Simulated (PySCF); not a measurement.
# C2H5O− (ethanolate) at TPSSh/6-31G(d) (spherical functions)

Wanted: a structure relaxation of C2H5O− (ethanolate). Input form: a Python script.

The calculation is run with PySCF 2.14.0.

2 further runs of the same task are left out: 2 set aside as unsound or not needed.

### Step 1. Starting point

C2H5O− has 8 atoms, charge -1, and is taken as a singlet. SMILES: `CC[O-]`. The shape is that of a GFN2-xTB optimisation. The run starts from this shape.

Bond lengths: C1–C2 1.579 Å, C2–O3 1.295 Å, C1–H4 1.094 Å, C1–H5 1.090 Å, C1–H6 1.090 Å, C2–H7 1.162 Å, C2–H8 1.162 Å. Some angles: C1–C2–O3 116.1°, C1–C2–H7 103.6°, C1–C2–H8 103.6°, O3–C2–H7 114.7°, O3–C2–H8 114.7°, C2–C1–H4 111.2°, C2–C1–H5 109.6°, C2–C1–H6 109.6°, H7–C2–H8 102.5°, H4–C1–H5 109.1°.

### Step 2. A structure relaxation at TPSSh/6-31G(d) (spherical functions)

Input file input.py:

```python
# CC[O-]
from pyscf import gto, dft
from pyscf.geomopt.geometric_solver import kernel as optimise

molecule = gto.M(
    atom='''
C     -0.446280     0.594230    -0.263520
C      0.477670    -0.570660     0.267650
O      1.695330    -0.242880     0.563060
H     -1.454700     0.230950    -0.482150
H     -0.015560     1.016440    -1.170930
H     -0.506470     1.382800     0.486080
H      0.380600    -1.390740    -0.549500
H     -0.130580    -1.020160     1.149300
''',
    charge=-1,
    max_memory=1860,
    verbose=3,
    basis='6-31g*',
)

ks = dft.RKS(molecule)
ks.xc = 'tpssh'
ks.conv_tol = 1e-10
ks.grids.level = 4
converged, mol_eq = optimise(ks, maxsteps=60, convergence_set='GAU_TIGHT')
print('converged:', converged)
print(mol_eq.tostring())

ks.reset(mol_eq)
molecule = mol_eq
ks.kernel()
if not ks.converged:
    ks = ks.newton().run(ks.mo_coeff, ks.mo_occ)
e_tot = ks.e_tot
print('Final energy', e_tot)
```

On the command line:

```
$ OMP_NUM_THREADS=1 python input.py
```

What values should one expect? Wanted: total energy at the end; HOMO energy; LUMO energy; HOMO–LUMO gap.

Computed results:

At TPSSh/6-31G* (spherical functions):

```
                                             quantity          value
                              total energy at the end  -154.39771 Eh
                                          HOMO energy        2.40 eV
                                          LUMO energy        8.19 eV
HOMO–LUMO gap (to an unbound level, set by the basis)        5.78 eV
```

What this shows: At the final geometry: Bond lengths: C1–C2 1.574 Å, C2–O3 1.314 Å, C1–H4 1.109 Å, C1–H5 1.102 Å, C1–H6 1.102 Å, C2–H7 1.161 Å, C2–H8 1.161 Å. Some angles: C1–C2–O3 114.2°, C1–C2–H7 102.9°, C1–C2–H8 102.9°, O3–C2–H7 117.1°, O3–C2–H8 117.1°, C2–C1–H4 114.1°, C2–C1–H5 109.3°, C2–C1–H6 109.3°, H7–C2–H8 100.4°, H4–C1–H5 108.5°. The optimisation took 10 steps and changed the energy by -0.039 eV. Mulliken charges run from -0.73 on O3 to +0.13 on C2; they depend strongly on the basis. The HOMO lies at positive energy, 2.40 eV; only total energies tell whether the electron is bound.
